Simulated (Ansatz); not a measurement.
```yaml
crystal:
  periodic: [false, false, false]
  atoms:
    - {symbol: N, position_ang: [-1.392034, 0.122378, 0.535256]}
    - {symbol: C, position_ang: [0.015314, -0.130072, 0.587506]}
    - {symbol: O, position_ang: [0.673340, 0.999380, 1.013384]}
    - {symbol: F, position_ang: [0.192937, -1.156368, 1.496172]}
    - {symbol: C, position_ang: [0.674030, -0.564984, -0.714437]}
    - {symbol: O, position_ang: [0.468271, 0.396722, -1.717810]}
    - {symbol: H, position_ang: [-1.602271, 0.632464, -0.315950]}
    - {symbol: H, position_ang: [-1.900879, -0.752428, 0.516162]}
    - {symbol: H, position_ang: [0.086591, 1.438417, 1.641130]}
    - {symbol: H, position_ang: [0.214200, -1.494831, -1.051818]}
    - {symbol: H, position_ang: [1.737905, -0.748563, -0.524444]}
    - {symbol: H, position_ang: [0.909498, 1.202784, -1.431149]}
basis:
  gaussian: {orbitals: def2-TZVP}
magnetization: {spin_polarized: true, initial_magnetization: 0}
hamiltonian: {xc: {name: HF}}
correlation: {active_space: {window: {electrons: 2, orbitals: 1}}}
scf: {lower_state_search: off}
output: {forces: true}
```

```sh
$ ansatz run in.yaml --threads 4 --pin off --events-out ev --progress --plain --max-ram 10444MiB
```

(1) How does Ansatz answer? (Estimate.)

Results:

(1) The calculation gave: The input was rejected before any iteration.
```
Error: invalid value for `correlation.active_space`: it starts from restricted Hartree–Fock orbitals; set hamiltonian.xc: hf without magnetization.spin_polarized
```
